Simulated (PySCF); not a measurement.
Computed with TPSSh-D3(BJ)/def2-TZVP run with PySCF 2.14.0. Isolated molecules, 0 K electronic values unless said otherwise. 

Reference species (SMILES): `[Cl]` (neutral, multiplicity 2).

```json
{
  "dipole_moment": "0.00 D"
}
```

Changed species: `[AlH][Cl]` (radical fragment; the reference has radical fragment).

**Question.** What does the change do to the dipole moment?

**Answer.** the dipole moment increases by 1.49 D, to 1.49 D.
